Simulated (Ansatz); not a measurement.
Basis-set series for `C=C(F)F`. Total charge 0; spin multiplicity 1. All single points use the PBE0-D4/def2-TZVP geometry.

Z-matrix (Å, degrees):
```
C
C 1 1.315
H 1 1.079 2 119.7
H 1 1.079 2 119.7 3 -180.0
F 2 1.313 1 125.2 3 180.0
F 2 1.313 1 125.2 3 -0.0
```

```tsv
functional	basis	functions	energy (Eh)	HOMO (eV)	LUMO (eV)
PBE0-D4	def2-SVP	66	-276.57682	-7.67	0.76
PBE0-D4	def2-QZVPP	288	-276.92216	-7.80	0.40
ωB97M-V	def2-SVP	66	-276.76943	-9.94	3.10
ωB97M-V	def2-QZVPP	288	-277.12299	-10.09	2.26
```

(1) Give the rows for def2-TZVPP. (Estimate.)

## Answers

(1) The calculation gave: 
| functional | basis | functions | energy (Eh) | HOMO (eV) | LUMO (eV) |
| --- | --- | --- | --- | --- | --- |
| PBE0-D4 | def2-TZVPP | 152 | -276.90780 | -7.77 | 0.52 |
| ωB97M-V | def2-TZVPP | 152 | -277.10940 | -10.06 | 2.75 |

Positive LUMOs are unbound and depend on the basis.

Computed with Ansatz.
